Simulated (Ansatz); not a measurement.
Single points on Na2Cl.

```yaml
crystal:
  periodic: [false, false, false]
  atoms:
    - {symbol: Na, position_ang: [-1.569183, -0.737821, 0.199339]}
    - {symbol: Na, position_ang: [1.465090, 0.136788, 0.938931]}
    - {symbol: Cl, position_ang: [0.104083, 0.601032, -1.138270]}
basis:
  gaussian: {orbitals: def2-TZVP, initial_orbitals: start.molden}
magnetization: {spin_polarized: true, initial_magnetization: 1}
hamiltonian: {xc: {text: "exchange = 0.65*pbe_x + 0.35*exact_x\ncorrelation = pbe_c"}}
scf: {omitted_lower_state_checks: [starts]}
output: {orbitals: {seedname: orbitals}}
```

The file start.molden holds the orbitals of an earlier run on this structure, at another level or in another basis.

```sh
$ ansatz run in.yaml --threads 4 --pin off --events-out ev --progress --plain --max-ram 3916MiB
```

Output, abridged:

```
Functional definition: unnamed
870 factors; their error is unknown
mean field evaluation 1: about -21348.7498 eV, gradient 2.7e0 eV
mean field evaluation 2: about -21348.7571 eV, gradient 1.9e-2 eV
mean field evaluation 4: about -21348.8934 eV, gradient 9.6e-5 eV
mean field evaluation 8: about -21348.8934 eV, gradient 8.0e-6 eV
mean field -21348.89337923 eV, -784.5573608869 hartree, gradient 8.0e-6 eV, S^2 0.750265; 0 other end points of the search recorded, 0 dependent functions left out
reference -21348.89342180 eV, -784.5573624513 hartree; 20, 19 occupied and 81, 82 virtual orbitals, 870 factors
Total energy: -21348.89342180 eV, -784.5573624513 hartree
Checks for a lower state left out: starts
```

It took 1.4 s on 4 threads of Arm Neoverse V1 on a shared host.

The first input with `hamiltonian: {xc: {name: B2PLYP}}` and without the key `output` (abridged; 2.1 s):

```
Functional definition: B2PLYP
mean field -21345.95236913 eV, -784.4492807593 hartree, gradient 1.5e-6 eV, S^2 0.750312
7 core orbitals not correlated: weight in the atoms' cores, before any rotation towards them, 1.000 or more for the frozen orbitals, at most 0.000 for the correlated occupied ones
second order -16.67690874 eV of doubles, -0.00000000 eV of singles
Total energy: -21350.45527668 eV, -784.6147595597 hartree
Checks for a lower state left out: starts
```

As the first input, with `hamiltonian: {xc: {name: revPBE}, dispersion: d4}` (abridged; 1.1 s):

```
Functional definition: revPBE
mean field -21353.22229917 eV, -784.7164457605 hartree, gradient 1.1e-5 eV, S^2 0.750194
Total energy: -21353.30325781 eV, -784.7194209358 hartree
Checks for a lower state left out: starts
```

The first input with `correlation: {method: mp2}` and without the key `hamiltonian` (abridged; 0.65 s):

```
Functional definition: HF
mean field -21315.17865547 eV, -783.3183676414 hartree, gradient 2.4e-6 eV, S^2 0.750421
7 core orbitals not correlated: weight in the atoms' cores, before any rotation towards them, 1.000 or more for the frozen orbitals, at most 0.000 for the correlated occupied ones
second order -14.35653963 eV of doubles, -0.00000000 eV of singles
Total energy: -21329.53519510 eV, -783.8459607416 hartree
Checks for a lower state left out: starts
```

First input, but with `hamiltonian: {xc: pbe0, dispersion: d4}` and without the key `scf` (abridged; 1.6 s):

```
Functional definition: PBE0
mean field evaluation 16: about -21348.1385 eV, gradient 4.2e-4 eV
mean field -21348.13852949 eV, -784.5296206709 hartree, gradient 1.8e-5 eV, S^2 0.750261; 1 other end points of the search recorded, 0 dependent functions left out
Total energy: -21348.17316051 eV, -784.5308933373 hartree
```

First input, but with `hamiltonian: {xc: pbe, dispersion: d4}` (abridged; 1.2 s):

```
Functional definition: PBE
mean field -21346.32091948 eV, -784.4628247347 hartree, gradient 1.0e-5 eV, S^2 0.750242
Total energy: -21346.36186664 eV, -784.4643295154 hartree
Checks for a lower state left out: starts
```

As the first input, with `hamiltonian: {xc: {name: BHLYP}, dispersion: d4}` (abridged; 1.5 s):

```
Functional definition: BHLYP
mean field -21357.33665550 eV, -784.8676455667 hartree, gradient 1.8e-5 eV, S^2 0.750278
Total energy: -21357.41566691 eV, -784.8705491827 hartree
Checks for a lower state left out: starts
```

Geometry: PBE0-D4/def2-TZVP.

Correlated methods freeze 7 core orbitals; core or outer-core shells of Na are correlated, in sets that lack core-valence functions. The structure comes from a short search, and lower isomers may exist.
